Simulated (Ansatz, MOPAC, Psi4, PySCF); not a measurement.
Dimer: CH5N (SMILES CN) (first 7 atoms) with CH4O (SMILES CO); geometry from S66by8 set.
(charge 0, multiplicity 1):
```tsv
atom	x (Å)	y (Å)	z (Å)
N	-1.5691	-0.4091	-0.5740
H	-0.5787	-0.6213	-0.6021
H	-2.0441	-1.2987	-0.4972
C	-1.8514	0.3926	0.6142
H	-2.9172	0.6070	0.6640
H	-1.5564	-0.0610	1.5662
H	-1.3386	1.3491	0.5298
O	1.4465	-0.4282	-0.5105
H	1.7285	-0.0583	-1.3504
C	1.8324	0.4834	0.5089
H	1.5092	0.0537	1.4520
H	2.9135	0.6224	0.5480
H	1.3539	1.4570	0.3937
```

Monomers are frozen at their geometry in the pair; levels with a basis set take the counterpoise correction. Rows marked so take none.

Frozen-core correlation. Rows in 6-31G* carry no dispersion term and start afresh at each structure (6-31G* with six Cartesian d functions). The state that PM7 reach isn't checked; PM7 holds dispersion and hydrogen-bond terms.

Run with Ansatz (Gaussian basis) for Hartree–Fock, density functionals and correlated methods; MOPAC for PM7 (differences of heats of formation); Psi4 for SAPT; PySCF for 6-31G* rows, the dispersion terms. 

Question: One of these levels gives -3.05 kcal/mol for the interaction energy. Which?
(A) HF/6-31G* (no counterpoise)
(B) PM7
(C) SAPT0/jun-cc-pV(D+d)Z
(D) PBE-D3(BJ)/def2-TZVPPD

Answer: D, PBE-D3(BJ)/def2-TZVPPD. The others give -4.55 (PM7), -1.66 (HF/6-31G* (no counterpoise)), -2.36 (SAPT0/jun-cc-pV(D+d)Z)

Ansatz is a first-principles code.
